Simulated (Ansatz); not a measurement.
# CH2B: the cost of one run

Computed with Ansatz 0.2.0, Gaussian basis. Level: def2-QZVPP, all electrons in the functionals, frozen cores in the correlation of double hybrids and RPA.

The runs, in order: wB97M-V, B2PLYP, at charge 0, quartet; charge 0, doublet; charge 0, sextet; charge 1, triplet; charge 1, quintet.

### Step 1. The geometry

The geometry is a PBE0/def2-TZVP stationary point (not a proven minimum).

4 atoms, charge 0, spin multiplicity 4.

Atoms are counted from 1 here; the program's logs count them from 0.

Bond lengths: B1–C2 1.527 Å, B1–H3 1.203 Å, C2–H4 1.092 Å. Angles: C2–B1–H3 121.6°, B1–C2–H4 134.8°.

No dispersion term is added; wB97M-V holds VV10 nonlocal correlation.

The geometry shown and the zero of energy belong to the point charge 0, quartet. The yardstick, UCCSD(T), and other wave-function levels (R restricted, U unrestricted, valence and pair active spaces) come from earlier runs.

### Step 2. wB97M-V, charge 0, quartet

Contents of in.yaml:

```yaml
crystal:
  periodic: [false, false, false]
  atoms:
    - {symbol: B, position_ang: [0.000000, -0.104832, 0.802428]}
    - {symbol: C, position_ang: [0.000000, -0.044574, -0.723222]}
    - {symbol: H, position_ang: [0.000000, 0.894880, 1.472485]}
    - {symbol: H, position_ang: [0.000000, 0.760676, -1.461216]}
basis:
  gaussian: {orbitals: "def2-QZVPP.json"}
magnetization: {spin_polarized: true, initial_magnetization: 3}
hamiltonian: {xc: {name: wB97M-V}}
output: {orbitals: {seedname: orbitals}}
```

On the command line:

```
$ ansatz run in.yaml --threads 1 --pin off --events-out ev --progress --plain --max-ram 2393MiB
```

**Question.** How long does this run take on 1 thread of Arm Neoverse V2, shared host, and how much memory does it need?

About 10 s, with a peak of 0.3 GiB.
